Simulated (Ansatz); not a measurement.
# C₃H₆ (singlet): wave-function methods side by side, 6-31G*

How much of the correlation energy of C₃H₆ (singlet) does each wave-function method recover here?

Computed with Ansatz 0.2.0, Gaussian basis. Level: 6-31G*, core rule «outside noble gas», up to 3 orbitals frozen.

To be run: UHF; CCSD(T) on RHF; BCCD(T) on RHF; CISD; CCSDT(Q) on RHF; CASSCF and MRCISD+Q, 8 electrons in 8 orbitals; CASSCF and NEVPT2, 8 electrons in 8 orbitals.

17 further runs of the same task are left out: 17 set aside as unsound or not needed.

**1. What is computed**

The geometry is an MP2(full)/6-31G* stationary point (not a proven minimum).

9 atoms, charge 0, spin multiplicity 1.

Atoms are counted from 1 here; the program's logs count them from 0.

Bond lengths: C1–C2 1.502 Å, C1–C3 1.502 Å, C1–H4 1.084 Å, C1–H5 1.084 Å, C2–C3 1.502 Å, C2–H6 1.084 Å, C2–H7 1.084 Å, C3–H8 1.084 Å, C3–H9 1.084 Å. Angles: C2–C1–C3 60.0°, C2–C1–H4 118.1°, C2–C1–H5 118.1°, C3–C1–H4 118.1°, C3–C1–H5 118.1°, H4–C1–H5 114.2°, C1–C2–C3 60.0°, C1–C2–H6 118.1°, C1–C2–H7 118.1°, C3–C2–H6 118.1°, C3–C2–H7 118.1°, H6–C2–H7 114.2°, C1–C3–C2 60.0°, C1–C3–H8 118.1°, C1–C3–H9 118.1°, C2–C3–H8 118.1°, C2–C3–H9 118.1°, H8–C3–H9 114.2°.

Geometry (Å):

```
C     0.00000    0.86700    0.00000
C     0.75084   -0.43350    0.00000
C    -0.75084   -0.43350    0.00000
H     0.00000    1.45576    0.91053
H     0.00000    1.45576   -0.91053
H     1.26073   -0.72788   -0.91053
H     1.26073   -0.72788    0.91053
H    -1.26073   -0.72788    0.91053
H    -1.26073   -0.72788   -0.91053
```

**2. UHF**

in.yaml reads:

```yaml
crystal:
  periodic: [false, false, false]
  atoms:
    - {symbol: C, position_ang: [0.000000, 0.866998, 0.000000]}
    - {symbol: C, position_ang: [0.750842, -0.433499, 0.000000]}
    - {symbol: C, position_ang: [-0.750842, -0.433499, 0.000000]}
    - {symbol: H, position_ang: [0.000000, 1.455762, 0.910526]}
    - {symbol: H, position_ang: [0.000000, 1.455762, -0.910526]}
    - {symbol: H, position_ang: [1.260727, -0.727881, -0.910526]}
    - {symbol: H, position_ang: [1.260727, -0.727881, 0.910526]}
    - {symbol: H, position_ang: [-1.260727, -0.727881, 0.910526]}
    - {symbol: H, position_ang: [-1.260727, -0.727881, -0.910526]}
basis:
  gaussian: {orbitals: "6-31G*"}
magnetization: {spin_polarized: true, initial_magnetization: 0}
hamiltonian: {xc: hf}
output: {orbitals: {seedname: orbitals}}
```

Command:

```bash
$ ansatz run in.yaml --threads 1 --pin off --events-out ev --progress --plain --max-ram 4096MiB --backend cpu
```

After this run come: CCSD(T) on RHF; BCCD(T) on RHF; CISD; CCSDT(Q) on RHF; CASSCF and MRCISD+Q, 8 electrons in 8 orbitals; CASSCF and NEVPT2, 8 electrons in 8 orbitals.

**Question.** What will the summary of the whole plan be? Wanted: RCCSDT(Q) below the RHF energy; RMP2 from RCCSDT(Q); RCCSD from RCCSDT(Q); RCCSD(T) from RCCSDT(Q); MRCISD+Q frontier from RCCSDT(Q); T1 diagnostic.

As calculated:

```
                         quantity                      value
   RCCSDT(Q) below the RHF energy                -11.9443 eV
              RMP2 from RCCSDT(Q)              +128.4 kJ/mol
             RCCSD from RCCSDT(Q)               +37.0 kJ/mol
          RCCSD(T) from RCCSDT(Q)                +3.3 kJ/mol
 MRCISD+Q frontier from RCCSDT(Q)               +15.6 kJ/mol
levels within 1 kcal/mol (43 meV)  RCCSD(T), BCCD(T), RCCSDT
                    T1 diagnostic                      0.008
```

RCCSD(T) lands +3.3 kJ/mol from the yardstick (0.3 % of the correlation energy). These misses are within one basis, not against nature.
